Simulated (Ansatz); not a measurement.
## H₃O, doublet: from triple and quadruple zeta to the limit

```xyz
4

H    -2.0643    0.0498    0.0000
H    -0.9663    0.0498    0.0000
O     0.1647    0.0498    0.0000
H     0.4165   -0.8901    0.0000
```

Ansatz 0.2.0, UHF determinant, valence electrons correlated. Energies in eV.

```json
{"set": "def2-TZVPP", "X": "3", "functions": "73", "Hartree–Fock": "-2082.2985", "MP2 correlation": "-7.3614", "CCSD(T) correlation": "-7.8818", "time": "7.5 s on 1 × NVIDIA H100 80GB HBM3 with 1 thread of AMD EPYC 7R13 Processor (Zen 3), on a shared host"}
{"set": "def2-QZVPP", "X": "4", "functions": "147", "Hartree–Fock": "-2082.4177", "MP2 correlation": "-7.9540", "CCSD(T) correlation": "-8.4351", "time": "11 s on 1 × NVIDIA H100 80GB HBM3 with 1 thread of AMD EPYC 7R13 Processor (Zen 3) (shared host)"}
```

Hartree–Fock is taken to follow E(X) = E∞ + A·exp(−7.88·√X), correlation E(X) = E∞ + B·X^−2.97.

Q: Work out the CCSD(T) energy at the limit, and how far the shortcut misses it that extrapolates MP2 and adds CCSD(T) minus MP2 from the smaller set.

A: Hartree–Fock: E∞ = E4 + 0.1377·(E4 − E3) = -2082.4342. Correlation: E∞ = E4 + 0.7407·(E4 − E3) = -8.8449 for CCSD(T) and -8.3930 for MP2. The limit is -2091.2791 eV, 0.426 eV below def2-QZVPP. The shortcut gives a correlation energy of -8.3930 + (-0.5205) = -8.9134, 68 meV lower than the direct value.
